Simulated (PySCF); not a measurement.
# C5H8O (trans-2-pentenal): the cost of one run

Programs: PySCF 2.14.0, with routines of our own; each step states its level. All values are computed. Atoms count from 0.

## Step 1: The starting structure

14 atoms, charge 0, multiplicity 1; geometry from: GFN2-xTB.

## Step 2: Relaxing the molecule at PBE0-D3(BJ)/def2-SVP

Job settings and geometry (Å):

```
{"job": {"xc": "PBE0", "basis": "def2-SVP", "d3": "d3bj", "grid": 2, "kind": "geom"}, "charge": 0, "multiplicity": 1}
C     -1.958283    -0.496895    -0.648289
C     -1.126753     0.025070     0.525919
C      0.321230    -0.237738     0.305545
C      1.269198     0.696473     0.222501
C      2.669369     0.369046    -0.012265
O      3.565773     1.169561    -0.106124
H     -1.810545    -1.566710    -0.776889
H     -1.666910     0.003841    -1.568615
H     -3.014837    -0.311719    -0.472251
H     -1.301587     1.093563     0.659992
H     -1.441580    -0.492215     1.437020
H      0.592748    -1.280682     0.187537
H      1.035619     1.747310     0.327011
H      2.865878    -0.719378    -0.103258
```

Command:

```
> OMP_NUM_THREADS=1 python excited_run.py task.json out
```

The driver reads the jobs from task.json and runs them one after another.

**Question.** How long does this first job take on 1 thread of Intel Xeon Platinum 8488C, shared host, and how much memory does it need?

About 40 s, with a peak of 0.66 GiB.
